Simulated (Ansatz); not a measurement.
**UCCSD(T)/STO-3G run of CH2NSi (SMILES N#C[SiH2])**

Aim: the vertical ionisation energy of CH2NSi at UCCSD(T)/STO-3G, from 2 runs. 

The calculation is run with Ansatz 0.2.0.

74 further runs of the same task are left out: 5 that didn't finish, 69 set aside as unsound or not needed.

### Step 1. The structure to begin with

CH2NSi: 5 atoms, total charge 0, spin state doublet. As SMILES, `N#C[SiH2]`. The coordinates come from a PBE0-D4/def2-TZVP relaxation.

Bond lengths: N1–C2 1.155 Å, C2–Si3 1.830 Å, Si3–H4 1.480 Å, Si3–H5 1.480 Å. Angles: N1–C2–Si3 175.8°, C2–Si3–H4 109.4°, C2–Si3–H5 109.4°, H4–Si3–H5 114.2°.

### Step 2. The energy at UCCSD(T)/STO-3G

Contents of run.yaml:

```yaml
crystal:
  periodic: [false, false, false]
  atoms:
    - {symbol: N, position_ang: [1.041800, -1.219200, 1.572300]}
    - {symbol: C, position_ang: [0.565900, -0.625200, 0.703900]}
    - {symbol: Si, position_ang: [-0.092000, 0.267800, -0.751900]}
    - {symbol: H, position_ang: [-1.455400, -0.223000, -1.053700]}
    - {symbol: H, position_ang: [-0.010400, 1.726000, -0.511800]}
basis:
  gaussian:
    orbitals: STO-3G
magnetization:
  spin_polarized: true
  initial_magnetization: 1
correlation:
  method: ccsd_t
  frozen_orbitals: {C: 1, H: 0, "N": 1, Si: 5}
accuracy: high
scf:
  omitted_lower_state_checks: [cluster_reference, increment]
```

Launch:

```
ansatz run run.yaml --threads 1 --pin off --max-ram 2610MiB --events-out events.jsonl --progress --plain --runs-dir runs
```

Standard output (excerpt; [...] marks lines left out):

```text
Warning: RAYON_NUM_THREADS=1 ignored (pool sized by the plan → 1); use --threads N
Functional definition: HF
  name "HF"
[...]
375 factors; integrals over basis functions are off by at most 1.1e-8 eV
[...]
mean field -10281.93946480 eV, -377.8543059826 hartree, gradient 5.2e-8 eV, S^2 0.901845; 3 other end points of the search recorded, 0 dependent functions left out
7 core orbitals not correlated: weight in the atoms' cores, before any rotation towards them, 1.000 or more for the frozen orbitals, at most 0.000 for the correlated occupied ones
reference -10281.93946480 eV, -377.8543059826 hartree; 8, 7 occupied and 6, 7 virtual orbitals, 375 factors
second order -4.38137366 eV of doubles, -0.00000000 eV of singles
cycle   1  -4.67022634 eV  change   -2.9e-1 eV  update   9.3e-2
[...]
cycle  25  -5.31506362 eV  change  -5.3e-10 eV  update  2.8e-10
perturbative correction -0.05228605 eV, -0.0019214771 hartree
Total energy: -10287.30681448 eV, -378.0515524450 hartree
Checks for a lower state left out: cluster_reference, increment
```

It took 0.36 s on 1 thread of Arm Neoverse V1, shared host.

### Step 3. The singlet cation

Contents of molecule.yaml:

```yaml
crystal:
  periodic: [false, false, false]
  atoms:
    - {symbol: N, position_ang: [1.041800, -1.219200, 1.572300]}
    - {symbol: C, position_ang: [0.565900, -0.625200, 0.703900]}
    - {symbol: Si, position_ang: [-0.092000, 0.267800, -0.751900]}
    - {symbol: H, position_ang: [-1.455400, -0.223000, -1.053700]}
    - {symbol: H, position_ang: [-0.010400, 1.726000, -0.511800]}
basis:
  gaussian:
    orbitals: STO-3G
total_charge: 1
correlation:
  method: ccsd_t
  frozen_orbitals: {C: 1, H: 0, "N": 1, Si: 5}
accuracy: high
scf:
  omitted_lower_state_checks: [cluster_reference, increment]
```

Launch:

```
ansatz run molecule.yaml --threads 1 --pin off --max-ram 2610MiB --events-out events.jsonl --progress --plain --runs-dir runs
```

Standard output (excerpt; [...] marks lines left out):

```text
Warning: RAYON_NUM_THREADS=1 ignored (pool sized by the plan → 1); use --threads N
[... 2 set-up lines as earlier in the session ...]
[...]
375 factors; integrals over basis functions are off by at most 1.1e-8 eV
[...]
mean field -10274.94278471 eV, -377.5971827317 hartree, gradient 5.2e-8 eV, S^2 0.000000; 0 other end points of the search recorded, 0 dependent functions left out; unrestricted orbitals would lower it
7 core orbitals not correlated: weight in the atoms' cores, before any rotation towards them, 1.000 or more for the frozen orbitals, at most 0.000 for the correlated occupied ones
reference -10274.94278471 eV, -377.5971827317 hartree; 7, 7 occupied and 7, 7 virtual orbitals, 375 factors
second order -5.15339788 eV of doubles, -0.00000000 eV of singles
cycle   1  -5.29843861 eV  change   -1.5e-1 eV  update   7.8e-2
[...]
cycle  25  -5.71066781 eV  change  -7.1e-11 eV  update   1.1e-9
perturbative correction -0.09388380 eV, -0.0034501658 hartree
Total energy: -10280.74733632 eV, -377.8104960688 hartree
Checks for a lower state left out: cluster_reference, increment
```

Run time: 0.18 s. Hardware: 1 thread of Arm Neoverse V1, shared host.

### Step 4. Results

Level: UCCSD(T)/STO-3G, 7 core orbitals frozen.

```
                                                   quantity          value
                               doublet CH2NSi: total energy  -378.05155 Eh
doublet CH2NSi: correlation energy (7 core orbitals frozen)     -197.2 mEh
                             doublet CH2NSi: (T) correction      -1.92 mEh
          doublet CH2NSi: ⟨S²⟩ of the reference determinant          0.902
                              doublet CH2NSi: T1 diagnostic          0.038
                               singlet cation: total energy  -377.81050 Eh
singlet cation: correlation energy (7 core orbitals frozen)     -213.3 mEh
                             singlet cation: (T) correction      -3.45 mEh
                              singlet cation: T1 diagnostic          0.013
         vertical ionisation energy (to the singlet cation)       6.559 eV
```

**Reading.** Removing an electron at fixed nuclei costs 6.56 eV (151 kcal/mol). Only the singlet of the ionised species was computed; a triplet could lie lower. In a minimal basis such a difference can be off by several eV, whatever the method. ⟨S²⟩ (doublet CH2NSi) is 0.90 where a pure doublet has 0.75: the reference is spin-contaminated. The triples (doublet CH2NSi) make up 1.0 % of the correlation energy. The restricted solution (singlet cation) is unstable to spin breaking: an unrestricted one lies lower.
